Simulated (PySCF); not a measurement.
Compound: H4NP.
SMILES with atom numbers: `[NH:1]=[PH3:2]` (hydrogens: H3 on N1; H4, H5, H6 on P2)

The calculation used core-valence-separated Tamm–Dancoff BHandHLYP/aug-pcX-1 (pcseg-1 on H, def2-SVPD on P) in PySCF, non-relativistic, gas phase, PBE0-D3(BJ)/def2-SVP geometry.

Computed nitrogen K-edge spectrum, Gaussian lines of 0.4 eV full width, highest printed point 100; it ends one width below the last computed root. Absolute energies from this functional tend to lie a few eV below measured edges; no shift was applied.

| photon energy (eV) | absorption |
| --- | --- |
| 396.9 | 1 |
| 397.0 | 5 |
| 397.1 | 16 |
| 397.2 | 40 |
| 397.3 | 70 |
| 397.4 | 86 |
| 397.5 | 74 |
| 397.6 | 46 |
| 397.7 | 20 |
| 397.8 | 6 |
| 397.9 | 1 |
| 398.0 | 0 |
| 398.1 | 0 |
| 398.2 | 0 |
| 398.3 | 0 |
| 398.4 | 0 |
| 398.5 | 0 |
| 398.6 | 2 |
| 398.7 | 7 |
| 398.8 | 21 |
| 398.9 | 43 |
| 399.0 | 68 |
| 399.1 | 89 |
| 399.2 | 100 |
| 399.3 | 97 |
| 399.4 | 78 |
| 399.5 | 50 |
| 399.6 | 28 |
| 399.7 | 17 |
| 399.8 | 15 |
| 399.9 | 21 |
| 400.0 | 31 |
| 400.1 | 36 |
| 400.2 | 31 |
| 400.3 | 19 |
| 400.4 | 8 |
| 400.5 | 3 |
| 400.6 | 1 |
| 400.7 | 3 |
| 400.8 | 9 |
| 400.9 | 18 |
| 401.0 | 26 |
| 401.1 | 27 |
| 401.2 | 20 |
| 401.3 | 11 |
| 401.4 | 4 |
| 401.5 | 1 |
| 401.6 | 0 |
| 401.7 | 0 |

Problem. Assign the maxima to core holes.

Solution. 4 maxima:
- 397.4 eV: N1 (nitrogen bonded to P and H), 397.41 eV, f = 0.033, 100 % of the height at the exact maximum
- 399.2 eV: N1 (nitrogen bonded to P and H), 399.31 eV, f = 0.030, 71 % of the height at the exact maximum; N1 (nitrogen bonded to P and H), 399.04 eV, f = 0.021, 29 % of the height at the exact maximum
- 400.1 eV: N1 (nitrogen bonded to P and H), 400.11 eV, f = 0.014, 99 % of the height at the exact maximum
- 401.1 eV: N1 (nitrogen bonded to P and H), 401.06 eV, f = 0.011, sum of 2, 100 % of the height at the exact maximum

Further lines of some strength in the range: N1, 399.68 eV, f = 0.004.

Roots within 0.03 eV on the same or equivalent atoms count as one line; shares under 12 % aren't listed.

Vibrational structure and lifetime widths aren't in the curve. The ionisation threshold wasn't computed; near and above it a finite basis only mimics Rydberg series and continuum.
